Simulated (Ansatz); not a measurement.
This geometry of H$_{4}$Si (5 atoms, charge 0, multiplicity 1) is a first-order saddle point.

These are results of RKS CAM-B3LYP/def2-SVP in Ansatz, not measurements.

```xyz
5
Properties=species:S:1:pos:R:3
Si 0.234 0.000 -0.473
H 0.594 0.000 1.135
H 1.474 0.000 0.424
H -0.548 1.217 -0.116
H -0.548 -1.217 -0.116
```

Task: Which two structures does it join? (They come from a converged band through this point; their orientation in space is the band's.)

Result: Bonds formed: H2–H3. H4Si becomes H2 + H2Si.

Initial state:

```xyz
5
Properties=species:S:1:pos:R:3
Si 0.241 0.000 0.171
H 0.241 0.000 1.658
H 1.644 0.000 -0.325
H -0.460 1.214 -0.325
H -0.460 -1.214 -0.325
```

Final state:

```xyz
5
Properties=species:S:1:pos:R:3
Si 0.218 0.000 -0.716
H 0.729 0.000 1.082
H 1.405 0.000 0.617
H -0.573 1.120 -0.065
H -0.573 -1.120 -0.065
```

Task: How far does it lie above each of them?

Result: 2.64 eV above the first and 0.24 eV above the second. This is the barrier of this one path; another mechanism may lie lower.

The run took 31 s on 1 thread of Intel(R) Xeon(R) Platinum 8488C (Sapphire Rapids), with other jobs on the host, peak memory 0.1 GiB.
